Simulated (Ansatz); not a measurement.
Basis-set extrapolation for `O=COC(F)Cl` (PBE0-D4/def2-TZVP geometry, frozen core, the Gaussian-basis code of Ansatz). Multiplicity 1, RHF reference.

```
                      def2-TZVPP   def2-QZVPP
                 HF  -785.713448  -785.740533
    MP2 correlation    -1.213546    -1.315603
CCSD(T) correlation    -1.286045      not run
```

Energies in hartree. Use E(X) = E(∞) + A·exp(−7.88·√X) for Hartree–Fock and E(X) = E(∞) + B·X^(−2.97) for correlation, with X = 3 and 4, and add CCSD(T) minus MP2 of the smaller set to the MP2 limit.

Problem. What is the CCSD(T) energy at the basis-set limit?

Solution. HF limit: -785.740533 + (-0.027085) × 0.13774 = -785.74426. MP2 limit: -1.315603 + (-0.102057) × 0.74074 = -1.39120. Higher-order term: -1.286045 − (-1.213546) = -0.07250. Total: -787.20796 hartree, 5.67 eV below CCSD(T)/def2-TZVPP.
